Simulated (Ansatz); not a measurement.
Mulliken charges of `B[SiH2]C` from ωB97M-V/def2-TZVPP in Ansatz (PBE0-D4/def2-TZVP geometry).

```
atom   x (Å)   y (Å)   z (Å)  charge (e)
  B1  -1.266   0.488  -1.256      -0.160
 Si2   0.254   0.618   0.052       0.154
  C3   0.736  -0.977   0.913      -0.446
  H4  -1.817  -0.538  -1.535       0.091
  H5  -1.653   1.478  -1.806       0.087
  H6  -0.100   1.654   1.070      -0.039
  H7   1.428   1.157  -0.705      -0.039
  H8   1.031  -1.736   0.184       0.117
  H9   1.573  -0.821   1.597       0.120
 H10  -0.102  -1.375   1.489       0.116
```

Problem. By hand: the dipole of these point charges (1 e Å = 4.8032 D).

Solution. Σ q r = (-0.150, -0.038, -0.123) e Å, of length 0.198 e Å = 0.95 D.

Problem. How does the dipole of the full density compare? (Best estimate.)

Solution. Ansatz gave: (-0.006, -0.148, 0.040) e Å, 0.74 D; the point charges give 1.28 times that, at 87° from its direction.

Point charges leave out the atoms' own dipoles, such as those of lone pairs, and Mulliken's split depends on the basis, so the two needn't agree.
